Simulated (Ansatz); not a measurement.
**How far each method lies from full CI for SO₂, singlet**

Geometry: MP2(full)/6-31G*, from the G2/97 set.

```xyz
3

S     0.0000    0.0000    0.3699
O     0.0000    1.2776   -0.3707
O     0.0000   -1.2776   -0.3707
```

Basis STO-3G; Ansatz 0.2.0. Correlated methods freeze the noble-gas cores, which leaves 18 electrons in 12 orbitals. Prefix R: restricted or restricted open-shell reference; prefix U: unrestricted.

Full CI is exact within this basis and frozen core; it isn't the basis-set limit. The frozen core follows each run's orbitals, which can shift R against U totals by a few meV.

Unrestricted rows (U) aren't spin-pure: their determinants' ⟨S²⟩ exceeds S(S+1) by up to 0.92, so they mix in states of higher spin.

* UHF ⟨S²⟩: 0.915
* T1 diagnostic (RCCSD): 0.0358
* largest doubles amplitude (RCCSD): 0.318

Problem. From what is known of these methods and the diagnostics, rank them by the size of their error in total energy against full CI in STO-3G, smallest first (an estimate: the text doesn't fix the numbers).
A. UCCSDTQ
B. RCCSDT
C. UCCSD
D. UMP2
E. BCCD(T)

Solution. A (0.0 kJ/mol), B (2.6 kJ/mol), E (4.2 kJ/mol), C (40.8 kJ/mol), D (165.5 kJ/mol).

All errors are against full CI in STO-3G. Within each family the higher level lies nearer, as is usual though not guaranteed.

The program itself flagged as in doubt: RCCSDT, BCCD(T), UCCSD.

The full-CI state has the irrep A1 of C2v, in the program's axes.

Natural occupations of full CI about the gap: 1.986 1.970 1.961 1.949 1.748 0.286 0.068 0.051; effectively unpaired electrons, Σ n²(2−n)², 0.48.

Atomization energy (electronic, same basis, no zero-point term; atoms at the same level, unrestricted beside the R rows where the molecule is a closed shell, with restricted open-shell steps beyond CCSDT(Q)) at full CI: 291.8 kJ/mol. Errors of other levels:

```
     level  error (kJ/mol)
       RHF          -589.4
       UHF          -348.1
      RMP2           -51.5
      UMP2          -165.5
      CISD           -89.6
    RCCSD*           -60.1
    UCCSD*           -40.8
 RCCSD(T)*            -3.7
 UCCSD(T)*           -17.5
  BCCD(T)*            -4.2
   RCCSDT*            -2.6
    UCCSDT            -0.8
    CISDTQ            -4.5
RCCSDT(Q)*             1.4
 UCCSDT(Q)             4.7
  RCCSDTQ*            -0.4
   UCCSDTQ             0.0
```

This basis is far from its limit, so the value isn't to be set against a measured one. Truncated CI isn't size-consistent, which counts against it in atomization.

An asterisk marks runs whose energy the program itself flagged as in doubt.
